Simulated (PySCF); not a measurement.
Computed properties of formaldehyde (CH2O), SMILES C=O

formaldehyde (CH₂O), SMILES C=O. Geometry: PBE0-D3(BJ)/def2-TZVPD. One conformer was computed; it need not be the lowest. All values are computed for the isolated molecule unless a solvent is named; none is compared with measurement here.

**Structure.** The optimised structure has C2v symmetry. All 6 harmonic modes at PBE0-D3(BJ)/def2-TZVPD (PySCF) are real, so it is a minimum.

**Vibrations.** The strongest infrared lines (harmonic, unscaled, degenerate partners summed) lie at 1849 cm⁻¹ (115 km/mol, C 56 %, O 38 %), 2963 cm⁻¹ (112 km/mol, H 89 %, C 11 %), 2903 cm⁻¹ (71 km/mol, H 96 %). The softest mode is at 1203 cm⁻¹ and the zero-point energy is 16.7 kcal/mol.

**Electronic structure.** r2SCAN/def2-TZVPD (PySCF) places the frontier levels at -6.54 and -2.30 eV, a gap of 4.24 eV, and gives a dipole moment of 2.28 D and a mean polarisability of 18.0 bohr³. PBE/def2-TZVPD (PySCF) at the same geometry gives -6.24 and -2.60 eV, so its gap is 0.60 eV narrower. An orbital gap is neither the optical nor the fundamental gap.

**Excitations.** TDA-PBE0/def2-TZVPD (PySCF) has S1 at 4.04 eV (307 nm, f = 0.000, dark); the most intense of the 10 singlets computed lies at 8.26 eV (f = 0.08). T1 (TDA) is at 3.31 eV, 0.73 eV under S1. TDA-PBE/def2-TZVPD (PySCF) puts S1 at 3.91 eV. No vertical singlet excitation falls in the visible range (under 3.1 eV).

**NMR.** GIAO shifts at B3LYP/pcSseg-2 (PySCF) (non-relativistic, atoms alike by connectivity averaged): ¹³C at 204.1 ppm against TMS; ¹H at 10.2 ppm against TMS.

**Solvation.** SMD-ωB97X/def2-SVP (PySCF) gives -1.4 kcal/mol in water, -1.1 kcal/mol in benzene, -1.8 kcal/mol in 2-propanol (1 M in both phases, gas-phase geometry); of these solvents 2-propanol holds the molecule best.
